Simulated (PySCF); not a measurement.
# CHFO: magnetic properties, part 1 of 2

Aim: compute the magnetic properties of CHFO (`O=CF`).

Programs: PySCF 2.14.0, with routines of our own; each step states its level. All values are computed. Atoms count from 0.

## Step 1: The starting structure

4 atoms, charge 0, multiplicity 1; geometry from: GFN2-xTB.

## Step 2: Relaxing the molecule at PBE0-D3(BJ)/def2-SVP

What the job is given:

```
{"job": {"xc": "PBE0", "basis": "def2-SVP", "d3": "d3bj", "grid": 1, "kind": "geom"}, "charge": 0, "multiplicity": 1}
O     -0.884668    -0.854057    -0.001358
C     -0.088791     0.005260    -0.005584
F      1.229824    -0.238669    -0.007178
H     -0.246131     1.092239    -0.008735
```

Command:

```bash
OMP_NUM_THREADS=1 python excited_run.py task.json out
```

The driver reads the jobs from task.json and runs them one after another.

The log of the run:

```text
step   0  E = -213.38735077  max force = 0.017783
step   1  E = -213.38759013  max force = 0.005616
step   2  E = -213.38745222  max force = 0.006626
step   3  E = -213.38759638  max force = 0.002464
step   4  E = -213.38761968  max force = 0.001450
step   5  E = -213.38762491  max force = 0.000251
optimisation converged
```

Run time: 4.1 s. Hardware: 1 thread of Arm Neoverse N1, shared host; peak memory 0.26 GiB.

Step by step: (the energy doesn't fall at every step)

| step | energy from step 0 (eV) | largest force component (eV/Å) |
| --- | --- | --- |
| 0 | 0.0000 | 0.9144 |
| 1 | -0.0065 | 0.2888 |
| 2 | -0.0028 | 0.3407 |
| 3 | -0.0067 | 0.1267 |
| 4 | -0.0073 | 0.0746 |
| 5 | -0.0075 | 0.0129 |

Distances of close pairs at the start and the end, largest changes first:

| bond | before (Å) | after (Å) | change (Å) |
| --- | --- | --- | --- |
| C1–F2 | 1.341 | 1.329 | -0.012 |
| C1–H3 | 1.098 | 1.108 | +0.010 |
| O0–C1 | 1.171 | 1.177 | +0.006 |

The final coordinates are the input of the step that follows.

| at the end point | value |
| --- | --- |
| point group (found at 0.08 Å tolerance) | Cs |
| rotational constants (GHz, main isotopes) | 92.437, 11.876, 10.524 |
| dipole moment (D) | 2.01 |

## Step 3: Magnetic properties: GIAO OLYP/aug-pcSseg-2

What the job is given:

```
{"job": {"kind": "mag", "xc": "OLYP", "basis": "aug-pcSseg-2"}, "charge": 0, "multiplicity": 1}
O     -0.889090    -0.851269    -0.001593
C     -0.076792     0.000893    -0.004997
F      1.229776    -0.239490    -0.011396
H     -0.253187     1.094893    -0.004397
```

Method: GIAO OLYP/aug-pcSseg-2 magnetisability, rotational g tensor and spin-rotation constants, non-relativistic, gas phase.

The log of the run:

```text
coarse grid: 3880 points
cycle   1  E = -213.6702188336  dE =  5.029e-01  |g| = 9.071e-01  |ddm| = 1.470e+00
cycle   2  E = -212.6410442888  dE =  1.029e+00  |g| = 2.389e+00  |ddm| = 1.909e+00
cycle   3  E = -213.7836472136  dE = -1.143e+00  |g| = 4.311e-01  |ddm| = 1.634e+00
cycle   4  E = -213.8123909710  dE = -2.874e-02  |g| = 1.613e-01  |ddm| = 2.573e-01
cycle   5  E = -213.8162570418  dE = -3.866e-03  |g| = 2.427e-02  |ddm| = 8.377e-02
cycle   6  E = -213.8163825524  dE = -1.255e-04  |g| = 7.975e-03  |ddm| = 2.846e-02
cycle   7  E = -213.8163967436  dE = -1.419e-05  |g| = 1.059e-03  |ddm| = 6.891e-03
cycle   8  E = -213.8163969287  dE = -1.852e-07  |g| = 2.314e-04  |ddm| = 1.187e-03
final grid: 39392 points
cycle   9  E = -213.8139290814  dE = -2.182e-05  |g| = 2.291e-02  |ddm| = 8.122e-02
cycle  10  E = -213.8132201495  dE =  7.089e-04  |g| = 6.628e-02  |ddm| = 3.985e-02
cycle  11  E = -213.8140160920  dE = -7.959e-04  |g| = 3.059e-03  |ddm| = 3.117e-02
cycle  12  E = -213.8140177104  dE = -1.618e-06  |g| = 1.032e-03  |ddm| = 1.689e-03
cycle  13  E = -213.8140178794  dE = -1.690e-07  |g| = 1.928e-04  |ddm| = 6.424e-04
cycle  14  E = -213.8140178878  dE = -8.381e-09  |g| = 3.103e-05  |ddm| = 2.118e-04
cycle  15  E = -213.8140178879  dE = -1.836e-10  |g| = 5.494e-06  |ddm| = 2.193e-05
converged SCF energy = -213.8140178879

Magnetisability tensor (1e-30 J/T^2)
     -265.35        2.54       -0.45
        2.54     -267.83        0.02
       -0.45        0.02     -364.85
isotropic -299.34   principal values    -364.86   -269.41   -263.77
isotropic susceptibility -18.027 1e-6 cm^3/mol

Inertial axes            a          b          c
rot. const./GHz     92.4375    11.8761    10.5240
chi total           -15.915    -16.194    -21.972
chi diamagnetic     -42.986   -118.600   -134.344
chi paramagnetic     27.071    102.406    112.372
quadrupole/D A       -4.238      2.623      1.615
g nuclear            0.7095     0.4905     0.5154
g electronic        -1.1756    -0.5714    -0.5556
g total             -0.4661    -0.0809    -0.0401

Spin-rotation constants (kHz, H = +C I.J)
atom  isotope        aa         bb         cc
  2    19F      206.911     30.127     15.989
  3     1H       -8.224      0.971     -0.810
  0    17O*     -58.367     -5.620     -1.302
  1    13C*      31.445      5.005      3.102
* in the singly substituted isotopologue
```

Wall time 15 s (1 thread of Arm Neoverse N1, shared host); peak memory 0.46 GiB.

Key values:

| quantity | value |
| --- | --- |
| magnetisability | -299·10⁻³⁰ J/T² |
| molar susceptibility | -18.0·10⁻⁶ cm³/mol |
| rotational g (a, b, c) | -0.4661, -0.0809, -0.0401 |

Orbitals, density, ELF and potential are computed afterwards from the orbital file.

Frontier orbitals at OLYP/aug-pcSseg-2, with the share of their density that lies nearest to each atom:

| orbital | energy (eV) | lies on |
| --- | --- | --- |
| HOMO | -7.76 | O0 75 %; F2 10 %; H3 10 % |
| LUMO | -2.07 | C1 44 %; O0 30 %; H3 16 % |

ELF in a plane through or near 4 of the atoms.

Ten even steps from '0' (0.00) to '9' (1.00):
```
0000000000000000000000000000
0000000000000000000000000000
0000000000000000000000000000
0000000000012221000000000000
0000000002689987300000000000
0000000004899999500000000000
0000000003899999610000000000
0000000001799999400011000000
0000000000169987434554210000
0000013455443582678887430000
0000014788774442865887531000
0000014784566337723787430000
0000013678785104789885310000
0000001468874002688864100000
0000000134541000356531000000
0000000012210000123210000000
0000000000000000000000000000
0000000000000000000000000000
0000000000000000000000000000
0000000000000000000000000000
```
The map spans 7.5 Å across and 7.4 Å up, centred on the molecule. Atoms in the plane (x, y in Å): O0 (1.1, -0.5), C1 (0.1, 0.0), F2 (-1.1, -0.7), H3 (-0.2, 1.1).

On the surface of density 0.002 e/bohr³ the electrostatic potential runs, from the 1st to the 99th percentile, from -1.06 V near O0 to 1.75 V near H3.

## Step 4: Magnetic properties: GIAO KT1/aug-pcSseg-2

What the job is given:

```
{"job": {"kind": "mag", "xc": "KT1", "basis": "aug-pcSseg-2"}, "charge": 0, "multiplicity": 1}
O     -0.889090    -0.851269    -0.001593
C     -0.076792     0.000893    -0.004997
F      1.229776    -0.239490    -0.011396
H     -0.253187     1.094893    -0.004397
```

Level: GIAO KT1/aug-pcSseg-2 magnetisability, rotational g tensor and spin-rotation constants, non-relativistic, gas phase.

The log of the run:

```text
coarse grid: 3880 points
cycle   1  E = -215.8802187604  dE =  5.122e-01  |g| = 8.921e-01  |ddm| = 1.725e+00
cycle   2  E = -214.9608584373  dE =  9.194e-01  |g| = 2.265e+00  |ddm| = 1.978e+00
cycle   3  E = -215.9929615113  dE = -1.032e+00  |g| = 4.166e-01  |ddm| = 1.692e+00
cycle   4  E = -216.0198793539  dE = -2.692e-02  |g| = 1.503e-01  |ddm| = 2.705e-01
cycle   5  E = -216.0232688875  dE = -3.390e-03  |g| = 2.012e-02  |ddm| = 8.206e-02
cycle   6  E = -216.0233555635  dE = -8.668e-05  |g| = 6.352e-03  |ddm| = 2.761e-02
cycle   7  E = -216.0233642956  dE = -8.732e-06  |g| = 1.153e-03  |ddm| = 6.943e-03
final grid: 39392 points
cycle   8  E = -216.0289389076  dE = -2.026e-04  |g| = 2.158e-02  |ddm| = 2.471e-01
cycle   9  E = -216.0286859849  dE =  2.529e-04  |g| = 4.546e-02  |ddm| = 3.242e-02
cycle  10  E = -216.0290009949  dE = -3.150e-04  |g| = 5.721e-03  |ddm| = 2.208e-02
cycle  11  E = -216.0290073342  dE = -6.339e-06  |g| = 9.518e-04  |ddm| = 3.781e-03
cycle  12  E = -216.0290074634  dE = -1.292e-07  |g| = 2.831e-04  |ddm| = 7.621e-04
cycle  13  E = -216.0290074802  dE = -1.679e-08  |g| = 6.594e-05  |ddm| = 3.479e-04
cycle  14  E = -216.0290074812  dE = -9.575e-10  |g| = 3.964e-06  |ddm| = 4.756e-05
converged SCF energy = -216.0290074812

Magnetisability tensor (1e-30 J/T^2)
     -275.53        2.86       -0.41
        2.86     -273.79        0.01
       -0.41        0.01     -366.38
isotropic -305.24   principal values    -366.39   -277.65   -271.67
isotropic susceptibility -18.382 1e-6 cm^3/mol

Inertial axes            a          b          c
rot. const./GHz     92.4375    11.8761    10.5240
chi total           -16.502    -16.579    -22.064
chi diamagnetic     -43.222   -118.716   -134.368
chi paramagnetic     26.720    102.137    112.304
quadrupole/D A       -4.050      2.607      1.442
g nuclear            0.7095     0.4905     0.5154
g electronic        -1.1604    -0.5699    -0.5553
g total             -0.4508    -0.0794    -0.0398

Spin-rotation constants (kHz, H = +C I.J)
atom  isotope        aa         bb         cc
  2    19F      205.007     29.878     16.692
  3     1H       -8.243      0.970     -0.807
  0    17O*     -56.856     -5.480     -1.326
  1    13C*      30.267      4.862      3.028
* in the singly substituted isotopologue
```

It took 13 s on 1 thread of Arm Neoverse N1, shared host; peak memory 0.46 GiB.

From this job:

| quantity | value |
| --- | --- |
| magnetisability | -305·10⁻³⁰ J/T² |
| molar susceptibility | -18.4·10⁻⁶ cm³/mol |
| rotational g (a, b, c) | -0.4508, -0.0794, -0.0398 |

## Step 5: Magnetic properties: GIAO KT2/aug-pcSseg-2

What the job is given:

```
{"job": {"kind": "mag", "xc": "KT2", "basis": "aug-pcSseg-2"}, "charge": 0, "multiplicity": 1}
O     -0.889090    -0.851269    -0.001593
C     -0.076792     0.000893    -0.004997
F      1.229776    -0.239490    -0.011396
H     -0.253187     1.094893    -0.004397
```

With the program's defaults for keys left out, this is: GIAO KT2/aug-pcSseg-2 magnetisability, rotational g tensor and spin-rotation constants, non-relativistic, gas phase.

The log of the run:

```text
coarse grid: 3880 points
cycle   1  E = -216.6982576667  dE =  5.355e-01  |g| = 1.007e+00  |ddm| = 2.003e+00
cycle   2  E = -215.6520573896  dE =  1.046e+00  |g| = 2.429e+00  |ddm| = 2.189e+00
cycle   3  E = -216.8353715502  dE = -1.183e+00  |g| = 4.689e-01  |ddm| = 1.931e+00
cycle   4  E = -216.8695429521  dE = -3.417e-02  |g| = 1.850e-01  |ddm| = 3.180e-01
cycle   5  E = -216.8747421163  dE = -5.199e-03  |g| = 2.567e-02  |ddm| = 1.047e-01
cycle   6  E = -216.8748814719  dE = -1.394e-04  |g| = 7.986e-03  |ddm| = 3.812e-02
cycle   7  E = -216.8748954416  dE = -1.397e-05  |g| = 1.239e-03  |ddm| = 9.160e-03
cycle   8  E = -216.8748957112  dE = -2.696e-07  |g| = 3.667e-04  |ddm| = 1.678e-03
final grid: 39392 points
cycle   9  E = -216.8800478624  dE = -2.049e-04  |g| = 2.121e-02  |ddm| = 2.698e-01
cycle  10  E = -216.8798210194  dE =  2.268e-04  |g| = 4.341e-02  |ddm| = 3.381e-02
cycle  11  E = -216.8801093505  dE = -2.883e-04  |g| = 5.197e-03  |ddm| = 2.172e-02
cycle  12  E = -216.8801144834  dE = -5.133e-06  |g| = 1.147e-03  |ddm| = 3.894e-03
cycle  13  E = -216.8801146834  dE = -2.001e-07  |g| = 3.165e-04  |ddm| = 8.335e-04
cycle  14  E = -216.8801147042  dE = -2.077e-08  |g| = 6.177e-05  |ddm| = 3.876e-04
cycle  15  E = -216.8801147050  dE = -8.404e-10  |g| = 3.176e-06  |ddm| = 4.540e-05
converged SCF energy = -216.8801147050

Magnetisability tensor (1e-30 J/T^2)
     -270.54        3.03       -0.41
        3.03     -270.28        0.01
       -0.41        0.01     -362.55
isotropic -301.12   principal values    -362.55   -273.44   -267.37
isotropic susceptibility -18.134 1e-6 cm^3/mol

Inertial axes            a          b          c
rot. const./GHz     92.4375    11.8761    10.5240
chi total           -16.202    -16.367    -21.833
chi diamagnetic     -42.727   -118.318   -133.896
chi paramagnetic     26.525    101.951    112.063
quadrupole/D A       -4.118      2.704      1.414
g nuclear            0.7095     0.4905     0.5154
g electronic        -1.1519    -0.5688    -0.5541
g total             -0.4424    -0.0783    -0.0386

Spin-rotation constants (kHz, H = +C I.J)
atom  isotope        aa         bb         cc
  2    19F      203.343     30.000     16.494
  3     1H       -8.196      0.964     -0.798
  0    17O*     -57.310     -5.535     -1.324
  1    13C*      30.756      4.904      3.076
* in the singly substituted isotopologue
```

Run time: 13 s. Hardware: 1 thread of Arm Neoverse N1, shared host; peak memory 0.46 GiB.

From this job:

| quantity | value |
| --- | --- |
| magnetisability | -301·10⁻³⁰ J/T² |
| molar susceptibility | -18.1·10⁻⁶ cm³/mol |
| rotational g (a, b, c) | -0.4424, -0.0783, -0.0386 |

(Continued in part 2 of 2.)
